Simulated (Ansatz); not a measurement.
## Ni under compression and expansion

```cif
data_structure
_symmetry_space_group_name_H-M 'P 1'
_symmetry_Int_Tables_number 1
_cell_length_a 2.4885
_cell_length_b 2.4885
_cell_length_c 2.4885
_cell_angle_alpha 60.000
_cell_angle_beta 60.000
_cell_angle_gamma 60.000
_cell_volume 10.90
loop_
_atom_site_label
_atom_site_type_symbol
_atom_site_fract_x
_atom_site_fract_y
_atom_site_fract_z
_atom_site_occupancy
Ni1 Ni 0.00000 0.00000 0.00000 1
```

The runs use the primitive cell with vectors (0.000, 1.760, 1.760), (1.760, 0.000, 1.760), (1.760, 1.760, 0.000) Å, to which the k mesh refers.

The cell was built from the fcc type and relaxed in the same program, and has space group Fm-3m; it needn't be a known or the stable phase.

Methods: DFT, PBE, all-electron LAPW, scalar-relativistic (Ansatz 0.2.0); DFT, PBE, PAW with Ansatz's default frozen-core files, scalar-relativistic (Ansatz 0.2.0).

For LAPW: a Γ-centred 18×18×18 k mesh, Fermi–Dirac smearing of 0.08 eV, basis error target 1 meV/atom, spin-polarised from start moments Ni 1.5 μB. PAW takes a cutoff of 420 eV at this cell. The Ansatz runs share mesh, smearing and spin set-up. Plane-wave (PAW) pressures include the program's estimate of the Pulay term.

The cell above is scaled evenly, with fractional coordinates and shape held.

```csv
V/V(cell),V (Å³/atom),"P, LAPW (GPa)","P, PAW (GPa)","moment, LAPW (μB)","free energy over the lowest listed, PAW (meV/atom)"
0.9405,10.248,14.14,14.18,0.61,27.0
0.9700,10.569,6.50,6.53,0.62,6.5
1.0000,10.896,-0.01,0.02,0.62,0.0
1.0300,11.223,?,?,?,?
1.0600,11.550,-10.00,-9.98,0.64,21.6
```

(1) Fill in the row V/V(cell) = 1.0300.

(2) What do Birch–Murnaghan fits to the pressures give?

Results:

(1) P, LAPW (GPa) = -5.45, P, PAW (GPa) = -5.43, moment, LAPW (μB) = 0.63, free energy over the lowest listed, PAW (meV/atom) = 5.7.

(2) LAPW: V0 = 10.90 Å³/atom, B0 = 198 GPa, B0′ = 4.9; PAW: V0 = 10.90 Å³/atom, B0 = 198 GPa, B0′ = 4.9.
